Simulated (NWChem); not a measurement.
System: isobutene (C4H8); SMILES CC(C)=C

Input file for NWChem:

```
start job
memory heap 200 mb stack 900 mb global 1100 mb
geometry units angstroms noautoz
  C      1.270635     0.000403    -0.674535
  C      0.000000     0.000000     0.123266
  C     -1.270635    -0.000403    -0.674535
  C      0.000000     0.000000     1.461512
  H      1.320464     0.882935    -1.335170
  H      1.322973    -0.883913    -1.332548
  H      2.161431     0.002947    -0.030901
  H     -1.322973     0.883913    -1.332548
  H     -2.161431    -0.002947    -0.030901
  H     -1.320464    -0.882935    -1.335170
  H     -0.933284    -0.000236     2.031972
  H      0.933284     0.000236     2.031972
end
basis spherical
  * library def2-tzvp
end
dft
  xc b3lyp
  iterations 150
  semidirect filesize 400000000
  mulliken
end
task dft energy
```

Excerpt of the output:

```
             Northwest Computational Chemistry Package (NWChem) 7.3.0
             --------------------------------------------------------

 C2V symmetry detected

                             Geometry "geometry" -> ""
                             -------------------------

 Output coordinates in angstroms (scale by  1.889725989 to convert to a.u.)

  No.       Tag          Charge          X              Y              Z
 ---- ---------------- ---------- -------------- -------------- --------------
    1 C                    6.0000     1.27063506     0.00000000    -0.67706481
    2 C                    6.0000     0.00000000     0.00000000     0.12073619
    3 C                    6.0000    -1.27063506     0.00000000    -0.67706481
    4 C                    6.0000     0.00000000     0.00000000     1.45898219
    5 H                    1.0000     1.32171825     0.88342438    -1.33638881
    6 H                    1.0000     1.32171825    -0.88342438    -1.33638881
    7 H                    1.0000     2.16143189     0.00000000    -0.03343081
    8 H                    1.0000    -1.32171825     0.88342438    -1.33638881
    9 H                    1.0000    -2.16143189     0.00000000    -0.03343081
   10 H                    1.0000    -1.32171825    -0.88342438    -1.33638881
   11 H                    1.0000    -0.93328403     0.00000000     2.02944219
   12 H                    1.0000     0.93328403     0.00000000     2.02944219

 Effective nuclear repulsion energy (a.u.)     119.5175447508

      Symmetry information
      --------------------

 Group name             C2v
 Group number             16
 Group order               4
 No. of unique centers     6

                                 NWChem DFT Module
                                 -----------------

 Summary of "ao basis" -> "ao basis" (spherical)
 ------------------------------------------------------------------------------
       Tag                 Description            Shells   Functions and Types
 ---------------- ------------------------------  ------  ---------------------
 C                         def2-tzvp                11       31   5s3p2d1f
 H                         def2-tzvp                 4        6   3s1p

      Symmetry analysis of basis
      --------------------------

        a1         65
        a2         24
        b1         51
        b2         32

            General Information
            -------------------
          SCF calculation type: DFT
          Wavefunction type:  closed shell.
          No. of atoms     :    12
          No. of electrons :    32
           Alpha electrons :    16
            Beta electrons :    16
          Charge           :     0
          Spin multiplicity:     1
          Use of symmetry is: on ; symmetry adaption is: on
          Maximum number of iterations: 150
          AO basis - number of functions:   172
                     number of shells:    76
          Convergence on energy requested:  1.00D-06
          Convergence on density requested:  1.00D-05
          Convergence on gradient requested:  5.00D-04

              XC Information
              --------------
                         B3LYP Method XC Potential
                     Hartree-Fock (Exact) Exchange  0.200
                        Slater Exchange Functional  0.800 local
                    Becke 1988 Exchange Functional  0.720 non-local
              Lee-Yang-Parr Correlation Functional  0.810
                  VWN I RPA Correlation Functional  0.190 local

             Grid Information
             ----------------
          Grid used for XC integration:  medium
          Radial quadrature: Mura-Knowles
          Angular quadrature: Lebedev.
          Tag              B.-S. Rad. Rad. Pts. Rad. Cut. Ang. Pts.
          ---              ---------- --------- --------- ---------
          C                   0.70       49          11.0       434
          H                   0.35       45          12.0       434
          Grid pruning is: on
          Number of quadrature shells:   282
          Spatial weights used:  Erf1

      Superposition of Atomic Density Guess
      -------------------------------------

 Sum of atomic energies:        -154.68378641

      Non-variational initial energy
      ------------------------------

 Total energy =    -157.425253
 1-e energy   =    -441.733733
 2-e energy   =     164.790935
 HOMO         =      -0.300420
 LUMO         =       0.011303

      Symmetry analysis of molecular orbitals - initial
      -------------------------------------------------

  Numbering of irreducible representations:

     1 a1          2 a2          3 b1          4 b2

  Orbital symmetries:

     1 a1          2 b1          3 a1          4 a1          5 a1
     6 b1          7 a1          8 a1          9 b1         10 a1
    11 b2         12 a2         13 b1         14 a1         15 b1
    16 b2         17 b2         18 a1         19 b1         20 a1
    21 b1         22 a1         23 b2         24 a1         25 a2
    26 b1

------------------------------------------------------------
EAF file 0: "./job.aoints.0" size=174063616 bytes
------------------------------------------------------------
               write      read    awrite     aread      wait
               -----      ----    ------     -----      ----
     calls:      332         0         0         0         0
   data(b): 1.74e+08  0.00e+00  0.00e+00  0.00e+00
   time(s): 0.00e+00  0.00e+00  0.00e+00  0.00e+00  0.00e+00
rate(mb/s): 0.00e+00  0.00e+00
------------------------------------------------------------

     ---------------------------------------------
      Total Density - Mulliken Population Analysis
     ---------------------------------------------

    Atom       Charge   Shell Charges
 -----------   ------   -------------------------------------------------------
    1 C    6     6.52   0.86  1.12  0.55  0.66  0.14  1.26  1.42  0.45  0.01  0.04  0.00
    2 C    6     5.84   0.86  1.12  0.56  0.58  0.06  1.14  1.23  0.15  0.02  0.12  0.01
    3 C    6     6.52   0.86  1.12  0.55  0.66  0.14  1.26  1.42  0.45  0.01  0.04  0.00
    4 C    6     6.48   0.86  1.12  0.58  0.66  0.12  1.26  1.33  0.50  0.01  0.04  0.01
    5 H    1     0.82   0.24  0.44  0.13  0.02
    6 H    1     0.82   0.24  0.44  0.13  0.02
    7 H    1     0.83   0.24  0.44  0.13  0.02
    8 H    1     0.82   0.24  0.44  0.13  0.02
    9 H    1     0.83   0.24  0.44  0.13  0.02
   10 H    1     0.82   0.24  0.44  0.13  0.02
   11 H    1     0.84   0.24  0.45  0.13  0.02
   12 H    1     0.84   0.24  0.45  0.13  0.02

   convergence    iter        energy       DeltaE   RMS-Dens  Diis-err
 ---------------- ----- ----------------- --------- --------- ---------
 d= 0,ls=0.0,diis     1   -157.2450645364 -2.77D+02  2.93D-03  5.10D-01
 d= 0,ls=0.0,diis     2   -157.2848746917 -3.98D-02  1.46D-03  4.45D-02
 d= 0,ls=0.0,diis     3   -157.2808704072  4.00D-03  7.71D-04  7.69D-02
 d= 0,ls=0.0,diis     4   -157.2903905096 -9.52D-03  1.61D-04  1.74D-03
 d= 0,ls=0.0,diis     5   -157.2905968509 -2.06D-04  4.35D-05  1.75D-04
  Resetting Diis
 d= 0,ls=0.0,diis     6   -157.2906195138 -2.27D-05  5.03D-06  1.91D-06
 d= 0,ls=0.0,diis     7   -157.2906197199 -2.06D-07  2.85D-06  3.01D-07

         Total DFT energy =     -157.290619719904
      One electron energy =     -446.358421056539
           Coulomb energy =      194.232663726709
    Exchange-Corr. energy =      -24.682407140903
 Nuclear repulsion energy =      119.517544750829

 Numeric. integr. density =       32.000014241879

                  Occupations of the irreducible representations
                  ----------------------------------------------

                     irrep           alpha         beta
                     --------     --------     --------
                     a1                8.0          8.0
                     a2                1.0          1.0
                     b1                5.0          5.0
                     b2                2.0          2.0

                       DFT Final Molecular Orbital Analysis
                       ------------------------------------

 Vector   14  Occ=2.000000D+00  E=-3.682769D-01  Symmetry=a1
              MO Center=  1.8D-14,  2.7D-15, -1.6D-01, r^2= 3.3D+00
   Bfn.  Coefficient  Atom+Function         Bfn.  Coefficient  Atom+Function
  ----- ------------  ---------------      ----- ------------  ---------------
    39      0.237639   2 C  pz              101     -0.216139   4 C  pz
     8     -0.194884   1 C  pz               70     -0.194884   3 C  pz
    42      0.172036   2 C  pz               11     -0.129112   1 C  pz
    73     -0.129112   3 C  pz              104     -0.122327   4 C  pz
   138     -0.105171   7 H  s               150     -0.105171   9 H  s

 Vector   15  Occ=2.000000D+00  E=-3.437115D-01  Symmetry=b1
              MO Center=  7.3D-15, -1.0D-15,  3.0D-01, r^2= 3.1D+00
   Bfn.  Coefficient  Atom+Function         Bfn.  Coefficient  Atom+Function
  ----- ------------  ---------------      ----- ------------  ---------------
    37      0.247002   2 C  px                6     -0.201150   1 C  px
    68     -0.201150   3 C  px               40      0.190293   2 C  px
    99     -0.164405   4 C  px              162      0.143284  11 H  s
   168     -0.143284  12 H  s                 9     -0.139384   1 C  px
    71     -0.139384   3 C  px              102     -0.100393   4 C  px

[...]
```

Level: B3LYP/def2-TZVP. The geometry was optimised at PBE0/def2-SVP. B3LYP is NWChem's, with the RPA form of VWN correlation.
